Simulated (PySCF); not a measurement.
Gas-phase reaction: 4 Si2H6 + 3 HCl ⇌ H3SiSiCl3 + 6 SiH4

Method: PySCF energies plus ideal-gas RRHO corrections (1 bar). † marks an energy on the PBE0/def2-TZVP geometry and frequencies. MP2 freezes the core. All species are closed-shell singlets. B3LYP is the form with VWN-RPA correlation. H3SiSiCl3: computed as isolated molecules; such fragments, hydroxides, amides, oligomers or adducts are transient or little studied in the gas. MP2 isn't extrapolated to the basis-set limit; its ΔH°(298 K) is -299.9 kJ in def2-SVP and -310.5 kJ in def2-TZVPP. The harmonic model lacks anharmonicity and excited electronic states, which grow with temperature; levels with a mode under 35 cm⁻¹ are left out. Internal rotation in Si2H6, H3SiSiCl3 is treated as a harmonic vibration of one conformer, which makes the entropy rough.

```tsv
level	ΔE electronic, kJ	ΔH°(298 K), kJ	ΔS°(298 K), J/K	ΔG°(800 K), kJ
B3LYP/def2-TZVP†	-293	-291	-52	-240
HF/def2-TZVP†	-331	-329	-52	-278
MP2/def2-SVP†	-302	-300	-52	-249
PBE0/def2-SVP†	-256	-254	-52	-204
r2SCAN/def2-TZVP†	-286	-284	-52	-233
ωB97M-V/def2-TZVP†	-312	-309	-52	-259
```
ΔH° is lowest at HF/def2-TZVP† and highest at PBE0/def2-SVP†. No reference value is set beside these.
